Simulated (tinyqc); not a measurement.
Coupled-perturbed Hartree-Fock on RHF in the sto-3g basis, for H2O, spin multiplicity 1, step by step. One step of it, computed by the program tinyqc.

Task: Iteration 8 (converged): orbitals. Diagonalise F' = X^T F X, C = X C', fill 5 alpha and 5 beta electrons from the bottom; D = 2 C_occ C_occ^T. Each column has its largest component positive (the first on a tie).

converged F (hartree), order 1O 1s, 1O 2s, 1O 2px, 1O 2py, 1O 2pz, 2H 1s, 3H 1s:
```
[[-20.272174, -5.166164, 0.000000, 0.000000, -0.024275, -0.770553, -0.770553],
 [-5.166164, -2.410553, 0.000000, 0.000000, -0.068450, -0.745868, -0.745868],
 [0.000000, 0.000000, -0.394178, 0.000000, 0.000000, 0.000000, 0.000000],
 [0.000000, 0.000000, 0.000000, -0.218304, 0.000000, -0.324384, 0.324384],
 [-0.024275, -0.068450, 0.000000, 0.000000, -0.256339, -0.342677, -0.342677],
 [-0.770553, -0.745868, 0.000000, -0.324384, -0.342677, -0.387349, -0.263808],
 [-0.770553, -0.745868, 0.000000, 0.324384, -0.342677, -0.263808, -0.387349]]
```

X, order 1O 1s, 1O 2s, 1O 2px, 1O 2py, 1O 2pz, 2H 1s, 3H 1s:
```
[[1.023430, -0.134895, 0.000000, 0.000000, -0.007353, 0.017639, 0.017639],
 [-0.134895, 1.135770, 0.000000, 0.000000, 0.068876, -0.200003, -0.200003],
 [0.000000, 0.000000, 1.000000, 0.000000, 0.000000, 0.000000, 0.000000],
 [0.000000, 0.000000, 0.000000, 1.055310, 0.000000, -0.152293, 0.152293],
 [-0.007353, 0.068876, 0.000000, 0.000000, 1.041669, -0.121468, -0.121468],
 [0.017639, -0.200003, 0.000000, -0.152293, -0.121468, 1.114522, -0.074088],
 [0.017639, -0.200003, 0.000000, 0.152293, -0.121468, -0.074088, 1.114522]]
```

Give: F' = X^T F X; orbital energies; coefficients C; D after iteration 8.

Result:

F' = X^T F X (hartree):
```
[[-19.8993, -2.6797, 0.0000, 0.0000, -0.0535, -0.0786, -0.0786],
 [-2.6797, -1.3456, 0.0000, 0.0000, 0.1019, -0.3681, -0.3681],
 [0.0000, 0.0000, -0.3942, 0.0000, 0.0000, 0.0000, 0.0000],
 [0.0000, 0.0000, 0.0000, -0.0403, 0.0000, -0.3645, 0.3645],
 [-0.0535, 0.1019, 0.0000, 0.0000, -0.1185, -0.3109, -0.3109],
 [-0.0786, -0.3681, 0.0000, -0.3645, -0.3109, -0.0319, -0.0821],
 [-0.0786, -0.3681, 0.0000, 0.3645, -0.3109, -0.0821, -0.0319]]
```

orbital energies (hartree): [-20.2803, -1.2045, -0.5125, -0.4538, -0.3942, 0.4614, 0.5224]

coefficients C, order 1O 1s, 1O 2s, 1O 2px, 1O 2py, 1O 2pz, 2H 1s, 3H 1s:
```
[[0.9945, -0.2409, 0.0000, 0.0945, 0.0000, -0.1013, 0.0000],
 [0.0234, 0.8995, 0.0000, -0.4787, 0.0000, 0.5951, 0.0000],
 [0.0000, 0.0000, 0.0000, 0.0000, 1.0000, 0.0000, 0.0000],
 [0.0000, 0.0000, 0.6327, 0.0000, 0.0000, 0.0000, 0.8716],
 [0.0030, 0.0800, 0.0000, 0.7070, 0.0000, 0.7830, 0.0000],
 [-0.0042, 0.1373, 0.4554, 0.3526, 0.0000, -0.6731, -0.7226],
 [-0.0042, 0.1373, -0.4554, 0.3526, 0.0000, -0.6731, 0.7226]]
```

D after iteration 8, order 1O 1s, 1O 2s, 1O 2px, 1O 2py, 1O 2pz, 2H 1s, 3H 1s:
```
[[2.1121, -0.4771, 0.0000, 0.0000, 0.1011, -0.0078, -0.0078],
 [-0.4771, 2.0776, 0.0000, 0.0000, -0.5329, -0.0908, -0.0908],
 [0.0000, 0.0000, 2.0000, 0.0000, 0.0000, 0.0000, 0.0000],
 [0.0000, 0.0000, 0.0000, 0.8006, 0.0000, 0.5763, -0.5763],
 [0.1011, -0.5329, 0.0000, 0.0000, 1.0124, 0.5205, 0.5205],
 [-0.0078, -0.0908, 0.0000, 0.5763, 0.5205, 0.7013, -0.1284],
 [-0.0078, -0.0908, 0.0000, -0.5763, 0.5205, -0.1284, 0.7013]]
```
